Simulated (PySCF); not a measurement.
**HCl: energy against distance**

Set-up: H aug-cc-pVDZ, Cl aug-cc-pV(D+d)Z; no relativity (PySCF 2.14). Energies in eV from H + Cl in their ground configurations at the same level. State: ¹Σ⁺ (singlet), closed shell.

Curves on a restricted Hartree–Fock reference rise too fast on stretching and do not dissociate correctly.

```
R (Å)  RHF-MP2    BLYP  B2PLYP  RHF-CCSD(T)
1.107   -3.686  -3.702  -3.750             
1.158   -4.083  -4.114  -4.146       -4.074
1.210   -4.308  -4.359  -4.373       -4.305
1.248   -4.390  -4.457  -4.456       -4.390
1.287   -4.411  -4.497  -4.481       -4.416
1.326   -4.383  -4.491  -4.458       -4.394
1.377   -4.287  -4.426  -4.368       -4.306
1.441   -4.095  -4.275  -4.187       -4.126
1.519   -3.795  -4.026  -3.899       -3.843
1.622   -3.327  -3.628  -3.450
```

Problem. Put a parabola through the three lowest points of the RHF-MP2 curve and estimate Re, k and ωe (reduced mass 0.9796 u; 1 eV/Å² = 0.16022 mdyn/Å; ωe = 1302.8·√(k/μ) cm⁻¹).

Solution. Through R = 1.248, 1.287, 1.326 Å the second-order coefficient is 16.1 eV/Å², so Re ≈ 1.284 Å, k ≈ 5.16 mdyn/Å and ωe ≈ 2990 cm⁻¹. A polynomial fit of higher order to the unrounded RHF-MP2 energies gives Re = 1.283 Å, k = 5.32 mdyn/Å, ωe = 3036 cm⁻¹; anharmonicity and rounding make the difference.

The higher-order fit for each curve: RHF-MP2: Re = 1.283 Å, ωe = 3036 cm⁻¹, De = 4.41 eV; BLYP: Re = 1.300 Å, ωe = 2840 cm⁻¹, De = 4.50 eV; B2PLYP: Re = 1.286 Å, ωe = 2982 cm⁻¹, De = 4.48 eV; RHF-CCSD(T): Re = 1.287 Å, ωe = 2985 cm⁻¹, De = 4.42 eV.

Correlated steps freeze 5 core orbitals. Correlated levels converge slowly with the basis: in double zeta they bind strong bonds too weakly, by up to about 1 eV, and carry superposition errors of some tenths. Where the molecule has an RHF reference, its open-shell atoms are computed with UHF. B2PLYP dipoles, levels and charges come from its SCF part alone.
